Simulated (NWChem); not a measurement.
# doublet NaCl−: levels of theory compared

We compute a comparison of 5 runs (UB3LYP/aug-cc-pVTZ, UBHLYP/aug-cc-pVTZ, UCAM-B3LYP/aug-cc-pVTZ, UM06-2X/aug-cc-pVTZ, UPBE0/aug-cc-pVTZ) of doublet NaCl−. 

The results are computed with NWChem 7.3.0.

### Step 1. The molecule

NaCl−: 2 atoms, total charge -1, spin state doublet. SMILES of the parent species: `[Na][Cl]`. The coordinates come from a PBE0-D4/def2-TZVP relaxation. That shape belongs to the parent species and isn't relaxed for this state.

Bond lengths: Na1–Cl2 2.358 Å.

### Step 2. The energy at UB3LYP/aug-cc-pVTZ (run 1)

clna.xyz reads:

```xyz
2
ClNa B3LYP
Na    -0.989600     0.304100    -0.517000
Cl     1.019100    -0.364200     0.521000
```

clna.nw reads:

```
start clna
title "ClNa B3LYP"
memory stack 880 mb heap 220 mb global 1100 mb
charge -1

geometry noautosym nocenter noautoz
  load format xyz clna.xyz
end

basis "ao basis" spherical bse
  * library aug-cc-pVTZ
end

dft
  xc b3lyp
  mult 2
  grid fine
  convergence energy 1e-08
  maxiter 100
  mulliken
  noprint "final vectors analysis"
end

task dft energy
```

On the command line:

```bash
$ nwchem clna.nw > clna.out
```

Log:

```text
[...]
          Wavefunction type:  spin polarized.
          No. of atoms     :     2
          No. of electrons :    29
[...]
          Charge           :    -1
          Spin multiplicity:     2
[...]
          AO basis - number of functions:   100
[...]
              XC Information
              --------------
                         B3LYP Method XC Potential
                     Hartree-Fock (Exact) Exchange  0.200
                        Slater Exchange Functional  0.800 local
                    Becke 1988 Exchange Functional  0.720 non-local
              Lee-Yang-Parr Correlation Functional  0.810
                  VWN I RPA Correlation Functional  0.190 local
[...]
 d= 0,ls=0.0,diis     1   -622.4987180876 -6.64D+02  1.84D-01  4.01D-01     8.6
[...]
 d= 0,ls=0.0,diis    11   -622.6492901977 -1.29D-09  2.13D-06  7.10D-11    74.6
[...]
         Total DFT energy =     -622.649290197664
      One electron energy =     -953.130159470239
           Coulomb energy =      331.390522714250
    Exchange-Corr. energy =      -42.880390747063
 Nuclear repulsion energy =       41.970737305388
[...]
      Total Density - Mulliken Population Analysis
     ---------------------------------------------
    Atom       Charge   Shell Charges
 -----------   ------   -------------------------------------------------------
    1 Na  11    11.27   2.00  1.56  0.43  0.34  0.32  0.29  6.10  0.02  0.06  0.04  0.08  0.04 -0.01  0.00  0.02 -0.01
    2 Cl  17    17.73   2.00  1.82  0.25  1.16  0.70  0.00  5.80  1.17  2.79  1.83  0.20  0.00  0.00 -0.00  0.00 -0.00
[...]
      <S2> =      0.7501 (Exact =     0.7500)
[...]
```

It took 75 s on 1 thread of Intel Xeon, shared host; peak memory 0.12 GiB.

### Step 3. A single-point energy at UBHLYP/aug-cc-pVTZ (run 2)

clna.nw reads:

```
start clna
memory stack 880 mb heap 220 mb global 1100 mb
charge -1

geometry noautosym nocenter noautoz
   Na   -0.989600    0.304100   -0.517000
   Cl    1.019100   -0.364200    0.521000
end

basis spherical bse
   * library aug-cc-pVTZ
end

dft
   xc bhlyp
   mult 2
   grid fine
   convergence energy 1e-08
   maxiter 100
   mulliken
end

task dft energy
```

On the command line:

```bash
$ nwchem clna.nw > clna.out
```

Log:

```text
[...]
          Wavefunction type:  spin polarized.
          No. of atoms     :     2
          No. of electrons :    29
[...]
          Charge           :    -1
          Spin multiplicity:     2
[...]
          AO basis - number of functions:   100
[...]
              XC Information
              --------------
                        BHLYP Method XC Functional
                     Hartree-Fock (Exact) Exchange  0.500
                        Slater Exchange Functional  0.500 local
                    Becke 1988 Exchange Functional  0.500 non-local
              Lee-Yang-Parr Correlation Functional  1.000
[...]
 d= 0,ls=0.0,diis     1   -622.4558336508 -6.64D+02  1.75D-01  4.31D-01     8.3
[...]
 d= 0,ls=0.0,diis    11   -622.6094114267 -1.23D-09  4.11D-07  3.27D-11    71.8
[...]
         Total DFT energy =     -622.609411426664
      One electron energy =     -953.343390985906
           Coulomb energy =      331.642683762806
    Exchange-Corr. energy =      -42.879441508952
 Nuclear repulsion energy =       41.970737305388
[...]
      Total Density - Mulliken Population Analysis
     ---------------------------------------------
    Atom       Charge   Shell Charges
 -----------   ------   -------------------------------------------------------
    1 Na  11    11.26   2.00  1.57  0.42  0.31  0.35  0.27  6.06  0.05  0.07  0.05  0.07  0.05 -0.01  0.00  0.02 -0.01
    2 Cl  17    17.74   2.00  1.84  0.23  1.15  0.71  0.00  5.81  1.14  2.84  1.83  0.17  0.00  0.00 -0.00  0.00 -0.00
[...]
      <S2> =      0.7501 (Exact =     0.7500)
[...]
```

It took 73 s on 1 thread of Intel Xeon, shared host; peak memory 0.12 GiB.

Runs 3 to 4 aren't shown in full; the table further down has their settings and results.

### Step 4. The energy at UPBE0/aug-cc-pVTZ (run 5)

geom.xyz reads:

```xyz
2
ClNa PBE0
Na    -0.989600     0.304100    -0.517000
Cl     1.019100    -0.364200     0.521000
```

geom.nw reads:

```
start geom
title "ClNa PBE0"
memory total 2200 mb
charge -1
geometry units angstroms noautosym nocenter noautoz
load format xyz geom.xyz
end
basis spherical bse
Na library aug-cc-pVTZ
Cl library aug-cc-pVTZ
end
dft
xc pbe0
mult 2
grid fine
convergence energy 1e-08
maxiter 100
mulliken
end
task dft energy
```

On the command line:

```bash
$ nwchem geom.nw > geom.out
```

Log:

```text
[...]
          Wavefunction type:  spin polarized.
          No. of atoms     :     2
          No. of electrons :    29
[...]
          Charge           :    -1
          Spin multiplicity:     2
[...]
          AO basis - number of functions:   100
[...]
              XC Information
              --------------
                         PBE0 Method XC Functional
                     Hartree-Fock (Exact) Exchange  0.250
          PerdewBurkeErnzerhof Exchange Functional  0.750
            Perdew 1991 LDA Correlation Functional  1.000 local
           PerdewBurkeErnz. Correlation Functional  1.000 non-local
[...]
 d= 0,ls=0.0,diis     1   -622.2179439862 -6.64D+02  1.84D-01  3.91D-01     8.5
[...]
 d= 0,ls=0.0,diis    10   -622.3642491649 -7.46D-09  3.03D-06  2.37D-10    63.9
[...]
         Total DFT energy =     -622.364249164878
      One electron energy =     -953.129257726338
           Coulomb energy =      331.401900788924
    Exchange-Corr. energy =      -42.607629532852
 Nuclear repulsion energy =       41.970737305388
[...]
      Total Density - Mulliken Population Analysis
     ---------------------------------------------
    Atom       Charge   Shell Charges
 -----------   ------   -------------------------------------------------------
    1 Na  11    11.20   2.00  1.56  0.43  0.26  0.35  0.27  6.07  0.02  0.10  0.03  0.08  0.04 -0.02  0.00  0.02 -0.02
    2 Cl  17    17.80   2.00  1.83  0.23  1.16  0.73  0.02  5.80  1.14  2.85  1.82  0.20  0.00  0.00 -0.00  0.00  0.00
[...]
      <S2> =      0.7501 (Exact =     0.7500)
[...]
```

It took 65 s on 1 thread of Intel Xeon, shared host; peak memory 0.12 GiB.

### Step 5. Overview of the runs

```
run                   level  energy (Eh)   ⟨S²⟩  wall time
  1      UB3LYP/aug-cc-pVTZ  -622.649290  0.750       75 s
  2      UBHLYP/aug-cc-pVTZ  -622.609411  0.750       73 s
  3  UCAM-B3LYP/aug-cc-pVTZ  -622.624857  0.750    2.4 min
  4     UM06-2X/aug-cc-pVTZ  -622.573627  0.751      2 min
  5       UPBE0/aug-cc-pVTZ  -622.364249  0.750       65 s
```

### Step 6. Results

```
                                 quantity          value
                      run 5: total energy  -622.36425 Eh
run 5: HOMO energy (highest over α and β)        0.41 eV
 run 5: LUMO energy (lowest over α and β)        1.83 eV
                              run 5: ⟨S²⟩          0.750
```

Totals of different functionals can't be ranked against each other. In runs 2, 4, 5 the HOMO lies above zero, so the outermost electron may be held by the basis alone. All runs together took 8 min, the longest 2.4 min.
